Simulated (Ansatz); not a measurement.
# Ligand exchange: BOF + NaOH → B(OH)O + NaF

Species: BOF (fluoro(oxo)borane) `O=BF`, singlet; NaOH `[OH][Na]`, singlet; B(OH)O (oxoborinic acid), singlet; NaF, singlet. The partners trade F for OH: B–F and Na–OH bonds give way to B–OH and Na–F.

Shapes, held fixed at every level: PBE0-D4/def2-TZVP. Programs: Ansatz 0.2.0. The zero-point and thermal change to 298 K, harmonic and unscaled (PBE0-D4/def2-TZVP), is +0.6 kJ/mol.

```json
{"level": "HF/def2-TZVPP", "kind": "Hartree–Fock", "ΔH(298 K) (kJ/mol)": "-76.9", "less CCSD(T)/def2-TZVPP": "-8.2"}
{"level": "SPW92/def2-TZVPP", "kind": "LDA", "ΔH(298 K) (kJ/mol)": "-76.2", "less CCSD(T)/def2-TZVPP": "-7.5"}
{"level": "B3LYP-D4/def2-TZVPP", "kind": "global hybrid", "ΔH(298 K) (kJ/mol)": "-76.5", "less CCSD(T)/def2-TZVPP": "-7.8"}
{"level": "B2PLYP/def2-TZVPP", "kind": "double hybrid", "ΔH(298 K) (kJ/mol)": "-72.9", "less CCSD(T)/def2-TZVPP": "-4.2"}
{"level": "MP2/def2-SVP", "kind": "perturbation theory", "ΔH(298 K) (kJ/mol)": "-75.8", "less CCSD(T)/def2-TZVPP": "-7.1"}
{"level": "MP2/def2-TZVPP", "kind": "perturbation theory", "ΔH(298 K) (kJ/mol)": "-67.6", "less CCSD(T)/def2-TZVPP": "+1.1"}
{"level": "CCSD(T)/def2-TZVPP", "kind": "coupled cluster or CI", "ΔH(298 K) (kJ/mol)": "-68.7", "less CCSD(T)/def2-TZVPP": "0.0"}
```

The highest level, CCSD(T)/def2-TZVPP, gives ΔH(298 K) = -68.7 kJ/mol; the levels span -76.9 to -67.6. The column of differences is taken from that level and isn't an error. No measured value is set beside it here. Outer-core shells of Na are correlated, in sets that cover them unevenly.
